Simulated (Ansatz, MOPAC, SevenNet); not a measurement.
## Ladder of methods for the c axis length of wurtzite CdS

Reference value: 6.714 Å (measured, temperature not stated, no zero-point or thermal correction; as tabulated in Biswas et al. (2022), arXiv:2106.08875).

**Question.** What do PM7 semi-empirical Hartree-Fock (MOPAC), SevenNet-0, LDA, PBE, r²SCAN, B3LYP (VWN-RPA form), Hartree–Fock give, and how far is each from the reference?

**Answer.** 
| level (code) | value (Å) | difference (%) |
|---|---|---|
| PM7 semi-empirical Hartree-Fock (MOPAC) | 6.794 | +1.19 |
| SevenNet-0 | 6.863 | +2.22 |
| LDA (Ansatz) | 6.639 | -1.12 |
| PBE (Ansatz) | 6.830 | +1.73 |
| r²SCAN (Ansatz) | 6.766 | +0.77 |
| B3LYP (VWN-RPA form) (Ansatz) | 6.887 | +2.58 |
| Hartree–Fock (Ansatz) | 6.940 | +3.37 |

The reference's temperature isn't stated, so close values are not ranked against it. Off by more than 1.75 %, or 2.45 % on the side where a correction would as a rule narrow the miss (bounds picked here): Hartree–Fock (+3.37 %), B3LYP (VWN-RPA form) (+2.58 %), SevenNet-0 (+2.22 %).

The reference isn't brought to a static lattice, while the calculations are for one, so the differences are not the levels' errors alone.  PM7 semi-empirical Hartree-Fock (MOPAC): the method was fitted mainly to molecules. PM7 semi-empirical Hartree-Fock (MOPAC): the run uses a supercell at the zone centre in place of a k mesh. Cutoffs and k meshes differ between the levels. Ansatz's density-functional and Hartree–Fock values are scalar-relativistic unless marked +SOC, with PAW data made under PBE.

Machine-learned potentials (SevenNet-0) are trained on DFT data: a solid inside that data is no test of them.

Differences are worked out from the printed values.

Ansatz is a program for electronic structure.
